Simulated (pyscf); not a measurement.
PySCF, gas phase, ωB97X-D3(BJ)/def2-SVP geometries. MP2 and CC: frozen core, UHF for open shells. ΔMP2 is the change of the MP2 total energy from the triple- to the quadruple-zeta basis.

PBE/def2-TZVP puts the barrier of `[CH2]=[CH][CH3]` + `[FH]` -> `[CH3][CH]([CH3])[F]` (addition across a multiple bond or ene-type step; singlet surface; F–H broken, C–H, C–F formed) at 129.5 kJ/mol and the reaction energy at -86.9 kJ/mol, from the separated reactants. What do B3LYP-D3(BJ)/def2-TZVP, PBE0-D3(BJ)/def2-TZVP, CCSD(T)/def2-TZVPP + ΔMP2(QZVPP) give on the same structures?

B3LYP-D3(BJ): ΔE‡ = 157.3 kJ/mol, ΔE = -82.8 kJ/mol; PBE0-D3(BJ): ΔE‡ = 150.0 kJ/mol, ΔE = -97.6 kJ/mol; CCSD(T): ΔE‡ = 184.6 kJ/mol, ΔE = -72.6 kJ/mol. PBE's barrier lies under all of them, by 20.4 to 55.0 kJ/mol. Its reaction energy lies among theirs. Low barriers are usual for a GGA, whose delocalisation error favours stretched bonds. On the reactant side the descent ends in a complex, 25.9 kJ/mol under the separated species and 186.5 kJ/mol under the saddle at ωB97X-D3(BJ)/def2-TZVP. At ωB97X-D3(BJ) the barrier from the zero used here is 160.6 kJ/mol. One saddle was located; it need not be the lowest between these sides. The CCSD(T) − MP2 part came from Ansatz, without density fitting, on the same reference.
